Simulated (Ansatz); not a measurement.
C$_{2}$H$_{5}$, doublet in cc-pVDZ: errors against UCCSDT(Q)

Geometry: MP2(full)/6-31G*, from the G2/97 set.

```xyz
7

C    -0.0085   -0.7151    0.0000
C    -0.0085    0.7740    0.0000
H     1.0120   -1.1245    0.0000
H    -0.5111   -1.1141    0.8848
H    -0.5111   -1.1141   -0.8848
H     0.1060    1.3256    0.9237
H     0.1060    1.3256   -0.9237
```

Basis cc-pVDZ; Ansatz 0.2.0. Only valence electrons are correlated (noble-gas cores frozen), which leaves 13 electrons in 51 orbitals. R marks a restricted (for open shells ROHF) determinant, U an unrestricted one. Active spaces: valence = (13e, 13o) chosen from the atoms' valence shells.

Full CI isn't at hand for all of this; UCCSDT(Q) serves as the reference, and is uncertain by about the last step of the cluster series. The frozen core follows each run's orbitals, which can shift R against U totals by a few meV.

For open shells CISD is restricted-active-space CI with the open shells as a complete middle space.

- UHF ⟨S²⟩: 0.762
- T1 diagnostic (RCCSD): 0.0131
- largest doubles amplitude (RCCSD): 0.029
- T1 diagnostic (UCCSD): 0.0087

| level | E − E(UCCSDT(Q)) (mEh) | share of correlation (%) | wall time |
| --- | --- | --- | --- |
| RHF | 317.12 | 0.00 | – |
| UHF | 312.71 | 1.39 | – |
| RMP2 | 44.81 | 85.87 | – |
| UMP2 | 44.99 | 85.81 | – |
| CISD | 32.92 | 89.62 | 4.1 s |
| RCCSD | 8.34 | 97.37 | – |
| UCCSD | 8.27 | 97.39 | – |
| RCCSD(T) | 1.06 | 99.67 | 1.7 s |
| UCCSD(T) | 1.06 | 99.67 | 1.7 s |
| BCCD(T) | 1.06 | 99.67 | 2.2 s |
| RCCSDT | 0.37 | 99.88 | – |
| UCCSDT | 0.35 | 99.89 | – |
| RCCSDT(Q) | 0.02 | 99.99 | 3.8 s (H100) |
| CASSCF (valence space) | 190.23 | 40.01 | – |
| NEVPT2 (valence space) | 43.45 | 86.30 | 13 s (H100) |
| MRCISD (valence space) | 12.44 | 96.08 | – |
| MRCISD+Q (valence space) | 1.15 | 99.64 | 16 s (H100) |

The correlation energy at UCCSDT(Q), counted from RHF, is -8.629 eV. That run took 5 s on 5 threads of AMD EPYC 7R13 with a whole H100 80 GB, shared host.

Times hold each run's SCF and search for its determinant on a shared host, so for small cases they say little of a method's own cost; rows without a card ran on 1 thread of AMD EPYC 7R13.

Natural occupations of CASSCF (valence space) about the gap: 1.978 1.976 1.976 1.975 1.001 0.026 0.022 0.022 0.020 0.020; effectively unpaired electrons, Σ n²(2−n)², 1.02.

Atomization energy (electronic, same basis, no zero-point term; atoms at the same level, unrestricted beside the R rows where the molecule is a closed shell, with restricted open-shell steps beyond CCSDT(Q)) at UCCSDT(Q): 2360.4 kJ/mol. Errors of other levels:

```tsv
level	error (kJ/mol)
RHF	-421.5
UHF	-431.6
RMP2	1.9
UMP2	-0.5
CISD	-77.2
RCCSD	-14.8
UCCSD	-15.1
RCCSD(T)	-0.8
UCCSD(T)	-1.0
BCCD(T)	-0.8
RCCSDT	-0.7
UCCSDT	-0.8
RCCSDT(Q)	0.1
CASSCF (valence space)	-186.0
NEVPT2 (valence space)	-38.7
MRCISD (valence space)	-28.7
MRCISD+Q (valence space)	-8.4
```

This basis is far from its limit, so the value isn't to be set against a measured one. Truncated CI isn't size-consistent, which counts against it in atomization.
